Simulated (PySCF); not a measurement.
## Dipole moment and polarisability of `FCC1=C(F)C1`

C4H4F2.
Geometry (GFN2-xTB, Å), atoms numbered from 1 in this order:
```xyz
10
C4H4F2 angstrom
F     -1.844    1.579    0.047
C     -1.460    0.265   -0.022
C      0.001    0.131    0.003
C      1.210    0.593    0.046
F      2.045    1.607    0.106
C      1.135   -0.891   -0.016
H     -1.914   -0.249    0.836
H     -1.874   -0.143   -0.955
H      1.337   -1.479    0.873
H      1.372   -1.407   -0.940
```

Level: PBE0/def2-SVPD (PySCF), static field, nuclei fixed, core orbitals frozen in the response. The polarisability tensor in these axes (au):

```
x   57.53 -0.29  0.40
y   -0.29 48.56  0.48
z    0.40  0.48 37.17
```

Problem. Give the principal values, the mean and the anisotropy Δα = √{½[(α1 − α2)² + (α2 − α3)² + (α1 − α3)²]}.

Solution. Principal values 37.14, 48.58 and 57.55 au; mean 47.76 au = 7.08 Å³ = 7.87 × 10⁻⁴⁰ C²·m²/J; Δα = 17.71 au (37 % of the mean).

Problem. What is the dipole moment, and where does it point?

Solution. (-0.52, -2.39, -0.14) D, 2.45 D in size, pointing from the negative to the positive side. Measured along this direction, the outermost atoms are F5 at the negative end and H10 and H9 at the positive end.

Problem. How large is μ²/3kT at 350 K beside α?

Solution. In Gaussian units μ²/3kT = 41.31 Å³ against 7.08 Å³, a ratio of 5.84; the Debye molar polarisation (4π/3)N_A(α + μ²/3kT) is 122.0 cm³/mol, leaving out the vibrational part.

Problem. Refractivity n − 1 of an ideal gas of it at 500 K and 1 atm, from the electronic α?

Solution. N = p/kT = 1.4678 × 10¹⁹ cm⁻³, so n − 1 = 2π × N × 7.08 × 10⁻²⁴ cm³ = 653 × 10⁻⁶ at long wavelengths, for an ideal gas.

Problem. Find the Langevin capture rate constant for O2+ (31.990 u) meeting this molecule (90.028 u), k = 2.342 × 10⁻⁹ cm³/s × √(α in Å³ / reduced mass in u).

Solution. The reduced mass is 23.60 u, so k = 1.28 × 10⁻⁹ cm³/s. The formula leaves out the permanent dipole, which adds to the capture rate.

Problem. What are the principal values of the traceless quadrupole moment, Θ = ½Σq(3rr − r²1), about the centre of nuclear charge?

Solution. -4.38, 1.83, 2.55 D·Å. The values depend on the origin, since the dipole doesn't vanish. The electronic extent ⟨r²⟩ about the same centre is 625 bohr², a root-mean-square distance of 1.95 Å for the 46 electrons.

Problem. In TDDFT the mean static polarisability is Σ f/ω² over all singlet excitations (ω in hartree). How much of it do the 8 lowest give? Their energies (eV) and oscillator strengths: 6.43, 0.0001; 6.86, 0.1289; 6.97, 0.0046; 7.53, 0.0290; 7.62, 0.0066; 8.18, 0.0124; 8.37, 0.0874; 8.42, 0.0002.

Solution. They add up to 3.62 au, 7.6 % of the 47.76 au; the largest single term is 2.03 au, from the state at 6.86 eV. Terms in order: 0.00, 2.03, 0.07, 0.38, 0.08, 0.14, 0.92, 0.00 au. Higher excitations give the rest. The strengths listed sum to 0.269.

Isolated species at its GFN2-xTB geometry (one conformer only).
